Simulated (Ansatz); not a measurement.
Input file:

```yaml
crystal:
  periodic: [false, false, false]
  atoms:
    - {symbol: Ge, position_ang: [0.000000, -0.091093, 1.580819]}
    - {symbol: B, position_ang: [0.000000, 1.017297, 0.000000]}
    - {symbol: Ge, position_ang: [0.000000, -0.091093, -1.580819]}
    - {symbol: H, position_ang: [0.000000, 2.218380, 0.000000]}
basis:
  gaussian: {orbitals: cc-pVTZ}
total_charge: 1
magnetization: {spin_polarized: false, initial_magnetization: 1}
correlation: {method: ccsdt_q, electrons: outside_noble_gas}
```

```sh
$ ansatz run in.yaml --threads 2 --pin off --events-out ev --progress --plain --max-ram 24576MiB --backend cuda --devices 0, --max-vram 18GiB
```

(1) Roughly how long does this take on 2 threads of AMD EPYC 7R13 with a shared H100 80 GB, shared host, and how much host memory?

```
1521 factors; integrals over basis functions are off by at most 2.7e-7 eV
mean field evaluation 1: about -113622.3508 eV, gradient 3.4e1 eV
mean field evaluation 2: about -113622.3587 eV, gradient 3.4e1 eV
mean field evaluation 4: about -113626.7431 eV, gradient 2.6e0 eV
mean field evaluation 8: about -113626.8106 eV, gradient 1.1e-1 eV
mean field evaluation 16: about -113626.8086 eV, gradient 6.1e-1 eV
mean field evaluation 32: about -113627.5627 eV, gradient 3.7e-6 eV
mean field evaluation 64: about -113626.8085 eV, gradient 3.6e-1 eV
mean field evaluation 96: about -113627.3982 eV, gradient 4.2e0 eV
mean field evaluation 128: about -113624.9121 eV, gradient 6.5e-2 eV
mean field evaluation 160: about -113624.4959 eV, gradient 4.4e-4 eV
...
cycle  15  -8.60295340 eV  change   -5.0e-5 eV  update   6.2e-5
cycle  16  -8.60295371 eV  change   -3.1e-7 eV  update   3.7e-5
cycle  17  -8.60290909 eV  change    4.5e-5 eV  update   2.4e-5
cycle  18  -8.60292654 eV  change   -1.7e-5 eV  update   1.2e-5
cycle  19  -8.60293238 eV  change   -5.8e-6 eV  update   7.3e-6
cycle  20  -8.60293482 eV  change   -2.4e-6 eV  update   4.2e-6
cycle  21  -8.60293930 eV  change   -4.5e-6 eV  update   2.6e-6
cycle  22  -8.60293779 eV  change    1.5e-6 eV  update   1.5e-6
cycle  23  -8.60293618 eV  change    1.6e-6 eV  update   8.5e-7
cycle  24  -8.60293624 eV  change   -5.8e-8 eV  update   4.8e-7
perturbative correction -0.06573163 eV, -0.0024155928 hartree
Total energy: -113635.47944381 eV, -4176.0268446658 hartree
```

Results:

(1) 53 s wall and 1.2 GiB.
